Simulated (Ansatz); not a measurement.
Consider the hydrogen abstraction from the Si–H bond: `[SiH3][SiH2][SiH3]` + H• → `[SiH3][SiH][SiH3]`• + H₂.

Calculated with Ansatz (gas phase, PBE0-D4/def2-TZVP geometries, no zero-point term in ΔE). CCSD(T)/CBS is the MP2 limit (def2-TZVPP, def2-QZVPP) plus CCSD(T) − MP2 in def2-TZVPP, frozen cores. This one scheme is used for every species, atoms too. Functionals use def2-TZVPP. B3LYP here is the variant with VWN-RPA as its local correlation; programs differ in this. HSE06 is defined as in plane-wave codes. Open shells (•) are unrestricted, without spin–orbit coupling.

`[SiH3][SiH2][SiH3]`:

Z-matrix (Å, degrees):
```
Si
Si 1 2.338
H 1 1.488 2 109.8
H 1 1.488 2 111.3 3 120.4
H 1 1.488 2 109.8 3 -119.2
Si 2 2.338 1 110.3 3 59.6
H 2 1.490 1 109.6 3 -179.6
H 2 1.490 1 109.6 3 -61.1
H 6 1.488 2 109.8 1 -59.5
H 6 1.488 2 109.8 1 59.7
H 6 1.488 2 111.3 1 -179.9
```

`[SiH3][SiH][SiH3]`•:

Cartesian coordinates in Å:
```
Si -1.287 -1.347 -0.717
Si 0.159 0.463 -0.894
Si 1.382 1.042 0.995
H -0.554 -2.480 -0.093
H -1.759 -1.758 -2.066
H -2.478 -1.036 0.123
H -0.450 1.637 -1.583
H 2.009 -0.187 1.549
H 0.529 1.654 2.052
H 2.450 2.012 0.635
```

H₂:

Z-matrix (Å, degrees):
```
H
H 1 0.746
```

| level | ΔE (kcal/mol) | difference from CCSD(T)/CBS |
| --- | --- | --- |
| LDA (SPW92) | -18.3 | 0.6 |
| PBE-D4 | -19.4 | -0.5 |
| revPBE-D4 | -21.4 | -2.5 |
| BLYP-D4 | -22.0 | -3.1 |
| PBE0-D4 | -18.3 | 0.6 |
| B3LYP-D4 | -21.0 | -2.1 |
| r2SCANh-D4 | -21.2 | -2.3 |
| HSE06-D4 | -18.4 | 0.5 |
| BHLYP-D4 | -19.1 | -0.2 |
| CAM-B3LYP-D4 | -19.0 | -0.1 |
| ωB97X-V | -16.5 | 2.4 |
| ωB97M-V | -17.6 | 1.3 |
| PBE-QIDH | -17.1 | 1.8 |
| PBE | -19.5 | -0.6 |
| revPBE | -21.8 | -2.9 |
| BLYP | -22.3 | -3.4 |
| r2SCAN | -21.5 | -2.6 |
| PBE0 | -18.5 | 0.4 |
| B3LYP | -21.2 | -2.3 |
| r2SCANh | -21.2 | -2.3 |
| r2SCAN0 | -20.8 | -1.9 |
| HSE06 | -18.5 | 0.4 |
| BHLYP | -19.2 | -0.3 |
| CAM-B3LYP | -19.1 | -0.2 |
| LC-ωPBE | -17.5 | 1.4 |
| HF/def2-SVP | -11.5 | 7.4 |
| MP2/def2-SVP | -14.2 | 4.7 |
| CCSD/def2-SVP | -17.0 | 1.9 |
| CCSD(T)/def2-SVP | -16.8 | 2.1 |
| HF/def2-TZVPP | -12.8 | 6.1 |
| MP2/def2-TZVPP | -16.2 | 2.7 |
| SCS-MP2/def2-TZVPP | -17.1 | 1.8 |
| CCSD/def2-TZVPP | -19.1 | -0.2 |
| CCSD(T)/def2-TZVPP | -18.9 | 0.0 |
| HF/def2-QZVPP | -12.9 | 6.0 |
| MP2/def2-QZVPP | -16.2 | 2.7 |
| SCS-MP2/def2-QZVPP | -17.2 | 1.7 |
| HF/CBS(def2) | -12.9 | 6.0 |
| MP2/CBS(def2) | -16.2 | 2.7 |
| CCSD/CBS(def2) | -19.1 | -0.2 |
| CCSD(T)/CBS | -18.9 | 0 |

Largest T1 diagnostic among the species: 0.015.

Leaving LDA and LC-ωPBE aside and taking each functional with its dispersion term where it has one, the values spread over 5.5 kcal/mol, from BLYP-D4 to ωB97X-V. LDA lies +1.3 kcal/mol from PBE without D4. In def2-TZVPP, CCSD(T) changes the Hartree–Fock value by −6.0 kcal/mol (the triples alone add +0.2 kcal/mol) and MP2 by −3.4 kcal/mol. From PBE to PBE0 (25 % exact exchange), in def2-TZVPP and without D4, ΔE moves by +1.1 kcal/mol.
